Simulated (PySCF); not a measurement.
# Working out the ionisation energy of Ne

Ne [Ne] (1S) → Ne⁺ [He] 2s2 2p5 (2P). Calculation: PySCF 2.14, in dyall-av2z (11s7p2d, 42 functions); no relativity, point nucleus. Frozen: 1s2; the 8 highest virtual orbitals dropped. Energies in hartree (1 hartree = 27.21139 eV):

```tsv
part	Ne (lower)	Ne⁺ (upper)
UHF	-128.541637	-127.817221
MP2 opposite-spin	-0.173565	-0.128530
MP2 same-spin	-0.064983	-0.043392
```

What does Hartree-Fock give?

(-127.817221) − (-128.541637) = 0.724416 hartree = 19.712 eV.

What do MP2 and SCS-MP2 (6/5 opposite-spin, 1/3 same-spin) give?

The opposite-spin parts differ by 1.225 eV and the same-spin parts by 0.588 eV. MP2: 19.712 + (1.225) + (0.588) = 21.525 eV. SCS-MP2: 19.712 + 1.2 × (1.225) + (0.588)/3 = 21.378 eV.

Measured between the centres of the two terms (NIST): 21.597 eV, so MP2 (valence) is off by -0.072 eV.

A double-zeta basis recovers only part of the correlation energy.

What remains against the reference includes basis incompleteness, the frozen core and correlation beyond second order.
